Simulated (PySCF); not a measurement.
# Variants of one PySCF input: HCl

Base input, run as `OMP_NUM_THREADS=1 python input.py` with PySCF 2.14:

```python
from pyscf import gto, scf

mol = gto.M(
    atom='H 0 0 0; Cl 0 0 1.29',
    basis='def2-svpd',
    charge=0,
    spin=0,
    verbose=4,
)
mf = scf.UHF(mol)
mf.kernel()
mf.dip_moment()
print('orbital energies (hartree):', [e[max(0, n-3):n+3].round(4) for e, n in zip(mf.mo_energy, mol.nelec)])
```

Base result: E(SCF) = -459.947617 Eh, 10 cycles, μz(SCF) = -1.25 D. The bond length is a typed value, not an optimised one. No search for the lowest solution was made.

It ran on Arm Neoverse V1 (1 thread, shared host) in 0.8 s, peak memory 0.11 GiB.

Each row names what differs from the base; energies in brackets are changes from the base.

| change | result |
| --- | --- |
| step after the SCF: none → optimize | E(SCF) = -459.947617 Eh (+0.0000 eV), 10 cycles, all at the start geometry; optimised bond 1.274 Å with E = -459.947776 Eh after 4 steps |
| PCM solvent, dielectric constant: none → 32.6 | E(SCF) = -459.952828 Eh (-0.1418 eV), 10 cycles, μz(SCF) = -1.65 D |
| functional: none (Hartree–Fock) → revtpss; SCF type: UHF → UKS; step after the SCF: none → analyze | E(SCF) = -460.516899 Eh, 8 cycles, μz(SCF) = -1.14 D |
| geometry: bond 1.29 → bond 3.87 [an earlier cycle lay lower, so not the lowest solution of its kind] [stretched restricted solution, likely unstable] | E(SCF) = -459.645960 Eh (+8.2085 eV), μz(SCF) = -4.95 D |
| charge: 0 → -1; spin (2S): 0 → 1 [another spin of the ion may lie lower] | E(SCF) = -459.869512 Eh (+2.1253 eV), 12 cycles, ⟨S²⟩ = 0.752 |
| step after the SCF: none → polarizability | E(SCF) = -459.947617 Eh (+0.0000 eV), 10 cycles, μz(SCF) = -1.25 D, α(xx, yy, zz) = 15.7, 15.7, 17.7 bohr³ |
| level shift (hartree): none → 5 [unsound on purpose] | not converged: SCF after 50 cycles |
| basis set: def2-svpd → x2c-svpall; spin-free X2C: off → on | E(SCF) = -461.331076 Eh, 10 cycles, μz(SCF) = -1.41 D |
| initial guess: minao → sap | E(SCF) = -459.947617 Eh (+0.0000 eV), 10 cycles, μz(SCF) = -1.25 D |
| functional: none (Hartree–Fock) → b3lyp5; SCF type: UHF → UKS; step after the SCF: none → analyze | E(SCF) = -460.614230 Eh, 8 cycles, μz(SCF) = -1.14 D |
| density fitting: none → cc-pvdz-jkfit | E(SCF) = -459.947595 Eh (+0.0006 eV), 10 cycles, μz(SCF) = -1.25 D |
| electric field along z (a.u.): none → 0.001 | E(SCF) = -459.947134 Eh (+0.0132 eV), 10 cycles, μz(SCF) = -1.21 D |
| spin (2S): 0 → 2 [a high spin state] | E(SCF) = -459.696549 Eh (+6.8319 eV), 11 cycles, ⟨S²⟩ = 2.010, μz(SCF) = 2.02 D |
| basis set: def2-svpd → lanl2dz; core potential: off → on | E(SCF) = -15.276872 Eh, 7 cycles, μz(SCF) = -1.95 D |
| basis set: def2-svpd → def2-tzvpp | E(SCF) = -460.098807 Eh (-4.1141 eV), 10 cycles, μz(SCF) = -1.27 D |
| step after the SCF: none → stability | E(SCF) = -459.947617 Eh (+0.0000 eV), 10 cycles, μz(SCF) = -1.25 D, internal stable; real -> complex stable; UHF/UKS -> GHF/GKS stable |
| charge: 0 → 1; spin (2S): 0 → 1 [another spin of the ion may lie lower] | E(SCF) = -459.518730 Eh (+11.6706 eV), 10 cycles, ⟨S²⟩ = 0.759 |
| cycle limit: 50 → 1 [unsound on purpose] | not converged: SCF after 1 cycles |
| spin (2S): 0 → 20 [unsound on purpose] | stops with AssertionError |
| Cartesian functions: off → on | E(SCF) = -459.953127 Eh (-0.1499 eV), 10 cycles, μz(SCF) = -1.25 D |
| step after the SCF: none → mp2; frozen orbitals: default → 5 | E(SCF) = -459.947617 Eh (+0.0000 eV), 10 cycles, E(MP2) − E(SCF) = -0.15858 Eh, μz(SCF) = -1.25 D |
| step after the SCF: none → cisd; frozen orbitals: default → 5 | E(SCF) = -459.947617 Eh (+0.0000 eV), 10 cycles, E(CISD) − E(SCF) = -0.16776 Eh, μz(SCF) = -1.25 D |

Question: Order these changes by how far they move the SCF energy from the base, largest first: (1) Cartesian functions: off → on; (2) PCM solvent, dielectric constant: none → 32.6; (3) electric field along z (a.u.): none → 0.001; (4) geometry: bond 1.29 → bond 3.87.

Answer: (4) +8.2085 eV, (1) -0.1499 eV, (2) -0.1418 eV, (3) +0.0132 eV.
